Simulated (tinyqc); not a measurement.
Extended Hueckel theory, for BH+, step by step. The parameters take no account of the charge, which enters only through the electron count. One step of it, computed by the program tinyqc.

Question. Mulliken analysis. P = C n C^T; charge = valence electrons (B 3, H 1) minus the sum of (P S)_ii on the atom; overlap population = 2 sum P_ij S_ij between two atoms.

coefficients:
```
             MO1        MO2        MO3       MO4        MO5
1B 2s   0.625000  -0.569234   0.000000  0.000000  -0.973029
1B 2px  0.000000   0.000000   0.997444  0.071457   0.000000
1B 2py  0.000000   0.000000  -0.071457  0.997444   0.000000
1B 2pz  0.033270   0.708749   0.000000  0.000000  -1.108872
2H 1s   0.506687   0.333987   0.000000  0.000000   1.423442
```

occupations: 2.000000  1.000000  0.000000  0.000000  0.000000

overlap S:
```
           1B 2s    1B 2px    1B 2py    1B 2pz     2H 1s
1B 2s   1.000000  0.000000  0.000000  0.000000  0.525582
1B 2px  0.000000  1.000000  0.000000  0.000000  0.000000
1B 2py  0.000000  0.000000  1.000000  0.000000  0.000000
1B 2pz  0.000000  0.000000  0.000000  1.000000  0.553294
2H 1s   0.525582  0.000000  0.000000  0.553294  1.000000
```

Give: charges; Overlap populations.

Answer.

charges: 1B 1.0076, 2H -0.0076

Overlap populations:
```
pair     value
2-1   0.765172
```
